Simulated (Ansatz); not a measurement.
# Be2− (doublet): PBE0, B3LYP over a scan of the distance Be1–Be2, aug-cc-pVDZ

How well do these functionals follow the top wave-function level for Be2− (doublet) over a scan of the distance Be1–Be2?

Program: Ansatz 0.2.0, Gaussian basis. Level of theory: aug-cc-pVDZ, all electrons in the functionals. These are calculated values, not measurements.

The runs, in order: PBE0, B3LYP, at 1.707 Å; 1.935 Å; 2.173 Å; 2.336 Å; 2.662 Å; 2.924 Å; 3.554 Å; 3.999 Å; 4.859 Å; 5.816 Å; 7.523 Å.

10 further runs of the same task are left out: 7 that didn't finish, 3 set aside as unsound or not needed.

## Step 1: The system

The geometry derives from a PBE0/def2-TZVPD stationary point (not a proven minimum). One bond is set to the value named and the two fragments are kept rigid.

2 atoms, charge -1, spin multiplicity 2.

Atoms are counted from 1 here; the program's logs count them from 0.

No contacts short enough for the rule that draws bonds.

No dispersion term is added. B3LYP takes the VWN-RPA correlation.

The geometry shown and the zero of energy belong to the point 2.173 Å. The yardstick, FCI, and other wave-function levels (R restricted, U unrestricted, valence and pair active spaces) come from earlier runs.

## Step 2: PBE0, 1.707 Å

File in.yaml:

```yaml
crystal:
  periodic: [false, false, false]
  atoms:
    - {symbol: Be, position_ang: [0.000000, 0.000000, 0.000000]}
    - {symbol: Be, position_ang: [0.000000, 0.000000, 1.707000]}
basis:
  gaussian: {orbitals: aug-cc-pVDZ}
total_charge: -1
magnetization: {spin_polarized: true, initial_magnetization: 1}
hamiltonian: {xc: {name: PBE0}}
output: {forces: true, orbitals: {seedname: orbitals}}
```

Started as:

```
$ ansatz run in.yaml --threads 1 --pin off --events-out ev --progress --plain --max-ram 2393MiB
```

The runs that follow: PBE0, 1.935 Å; PBE0, 2.173 Å; PBE0, 2.336 Å; PBE0, 2.662 Å; PBE0, 2.924 Å; PBE0, 3.554 Å; PBE0, 3.999 Å; PBE0, 4.859 Å; PBE0, 5.816 Å; PBE0, 7.523 Å; B3LYP, 1.707 Å; B3LYP, 1.935 Å; B3LYP, 2.173 Å; B3LYP, 2.336 Å; B3LYP, 2.662 Å; B3LYP, 2.924 Å; B3LYP, 3.554 Å; B3LYP, 3.999 Å; B3LYP, 4.859 Å; B3LYP, 5.816 Å; B3LYP, 7.523 Å.

**Question.** What will the summary of the whole plan be? Wanted: span of the FCI curve; largest miss, PBE0; largest miss, B3LYP.

The runs gave:

```
             quantity                value
span of the FCI curve             1.085 eV
   largest miss, PBE0  -0.176 eV (1.707 Å)
  largest miss, B3LYP  -0.180 eV (1.707 Å)
```

In words: Of the functionals, PBE0 keep the smallest largest miss at the points compared (at most 0.176 eV) and B3LYP strays most (0.180 eV, at 1.707 Å). PBE0, B3LYP clearly break the spin symmetry at some points (⟨S²⟩ up to 0.70 above the pure value), so energy there is bought with a mixed spin. Functionals and the yardstick converge differently with the basis, so part of each miss in aug-cc-pVDZ is the basis.
